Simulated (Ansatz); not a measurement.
How methods differ on CH5Al (SMILES [CH3][AlH2])

CH5Al: 7 atoms, total charge 0, spin state singlet. SMILES: `[CH3][AlH2]`. Geometry: relaxed at PBE0-D4/def2-TZVP.

```xyz
7

C    -0.4485   -0.6956   -0.3555
Al    0.5629    0.7783    0.4247
H    -1.0631   -1.2196    0.3808
H    -1.1344   -0.3064   -1.1182
H     0.1934   -1.4255   -0.8556
H     0.0160    1.5493    1.7034
H     1.9348    1.2516   -0.2254
```

Each level gives the energy change with the C1–H4 bond stretched from 1.097 to 1.371 Å (eV). The values are calculated.

| level | kind | program | value (eV) | less CCSDT/STO-3G | CPU time (all runs) |
| --- | --- | --- | --- | --- | --- |
| HF/STO-3G (restricted) | Hartree–Fock | Ansatz | 1.23 | +0.38 | 0.2 s |
| SVWN5/STO-3G (restricted) | LDA | Ansatz | 0.93 | +0.08 | 1.6 s |
| BLYP/STO-3G (restricted) | GGA | Ansatz | 0.83 | -0.02 | 2.6 s |
| PBE/STO-3G (restricted) | GGA | Ansatz | 0.87 | +0.02 | 2.5 s |
| PBE0/STO-3G (restricted) | global hybrid | Ansatz | 1.00 | +0.15 | 2.5 s |
| wB97M-V/STO-3G (restricted) | range-separated hybrid | Ansatz | 1.00 | +0.15 | 43 s |
| RPA@PBE/STO-3G (restricted) | RPA | Ansatz | 0.80 | -0.05 | 3.6 s |
| MP2/STO-3G (restricted) | perturbation theory | Ansatz | 0.98 | +0.13 | 0.22 s |
| CCSD/STO-3G (restricted) | coupled cluster or CI | Ansatz | 0.86 | +0.01 | 0.29 s |
| CCSDT/STO-3G (restricted) | coupled cluster or CI | Ansatz | 0.85 | 0.00 | 0.59 s |

Differences are taken from CCSDT/STO-3G (restricted) for orientation; it has basis-set and higher-order errors of its own. The first shape isn't each level's own minimum. The values span 0.80 to 1.23 eV. All rows use very small basis sets, so none should be taken for the real molecule's value. Times are those of the runs behind each value, whatever else they computed, on shared processors of several kinds: orders of magnitude only.
